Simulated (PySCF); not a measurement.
Gas-phase reaction: 2 SiCl3F → 2 SiCl + 2 Cl2 + F2

Method: PySCF energies plus ideal-gas RRHO corrections (1 bar). † marks an energy on the PBE0/def2-TZVP geometry and frequencies; other levels use their own. MP2 and CCSD(T) freeze the core. 6-31G* has spherical d functions here. Open shells (unrestricted): SiCl (multiplicity 2, electronic degeneracy 4); the rest are closed-shell singlets. Spin-orbit splitting is ignored; it lowers the true energy and changes the entropy of SiCl. B3LYP is the form with VWN-RPA correlation. MP2 isn't extrapolated to the basis-set limit; its ΔH°(298 K) is 2118.7 kJ in def2-SVP and 2181.4 kJ in def2-TZVPP. CCSD(T) isn't extrapolated to the basis-set limit; its ΔH°(298 K) is 1998.2 kJ in def2-SVP and 2065.3 kJ in def2-TZVPP. The harmonic model lacks anharmonicity and excited electronic states, which grow with temperature; levels with a mode under 35 cm⁻¹ are left out.

```json
[
 {"level": "B3LYP/def2-TZVP†", "ΔE electronic, kJ": "1994", "ΔH°(298 K), kJ": "1977", "ΔS°(298 K), J/K": "462", "ΔG°(2000 K), kJ": "1096"},
 {"level": "BLYP/def2-TZVP†", "ΔE electronic, kJ": "1896", "ΔH°(298 K), kJ": "1879", "ΔS°(298 K), J/K": "462", "ΔG°(2000 K), kJ": "998"},
 {"level": "CCSD(T)/def2-SVP†", "ΔE electronic, kJ": "2015", "ΔH°(298 K), kJ": "1998", "ΔS°(298 K), J/K": "462", "ΔG°(2000 K), kJ": "1117"},
 {"level": "HF/6-31G*", "ΔE electronic, kJ": "2035", "ΔH°(298 K), kJ": "2017", "ΔS°(298 K), J/K": "469", "ΔG°(2000 K), kJ": "1118"},
 {"level": "M06-2X/def2-TZVP†", "ΔE electronic, kJ": "2112", "ΔH°(298 K), kJ": "2095", "ΔS°(298 K), J/K": "462", "ΔG°(2000 K), kJ": "1214"},
 {"level": "MP2/def2-TZVPP†", "ΔE electronic, kJ": "2198", "ΔH°(298 K), kJ": "2181", "ΔS°(298 K), J/K": "462", "ΔG°(2000 K), kJ": "1301"},
 {"level": "PBE/def2-SVP", "ΔE electronic, kJ": "1963", "ΔH°(298 K), kJ": "1946", "ΔS°(298 K), J/K": "460", "ΔG°(2000 K), kJ": "1068"},
 {"level": "PBE/def2-TZVP†", "ΔE electronic, kJ": "1968", "ΔH°(298 K), kJ": "1951", "ΔS°(298 K), J/K": "462", "ΔG°(2000 K), kJ": "1070"},
 {"level": "PBE0/def2-QZVP†", "ΔE electronic, kJ": "2057", "ΔH°(298 K), kJ": "2040", "ΔS°(298 K), J/K": "462", "ΔG°(2000 K), kJ": "1159"},
 {"level": "PBE0/def2-TZVP", "ΔE electronic, kJ": "2057", "ΔH°(298 K), kJ": "2040", "ΔS°(298 K), J/K": "462", "ΔG°(2000 K), kJ": "1159"},
 {"level": "ωB97M-V/def2-TZVP†", "ΔE electronic, kJ": "2099", "ΔH°(298 K), kJ": "2082", "ΔS°(298 K), J/K": "462", "ΔG°(2000 K), kJ": "1201"}
]
```
ΔH° is lowest at BLYP/def2-TZVP† and highest at MP2/def2-TZVPP†. No reference value is set beside these.
